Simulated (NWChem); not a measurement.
**Total energies of F (+1)**

SMILES: [F+]
```xyz
1

F      0.0000     0.0000     0.0000
```
Charge +1, spin multiplicity 3.

Program: NWChem.

Basis set: cc-pVDZ (14 functions).

```json
[
 {"method": "UHF", "total energy (Ha)": "-98.80049"},
 {"method": "UMP2", "total energy (Ha)": "-98.89901"},
 {"method": "UB2PLYP", "total energy (Ha)": "-99.03173"},
 {"method": "UPBE", "total energy (Ha)": "-98.98854"},
 {"method": "UB3LYP", "total energy (Ha)": "-99.08580"},
 {"method": "ULC-wPBE (omega 0.3 per bohr)", "total energy (Ha)": "-99.00694"}
]
```

Total energies of different functionals aren't comparable as a measure of quality: only differences taken within one method are. 

The correlated methods keep 1 core orbital frozen. B3LYP has NWChem's definition, with VWN1-RPA local correlation. The stability of the SCF solutions was not checked. Open-shell Hartree-Fock references start from PBE0 orbitals.
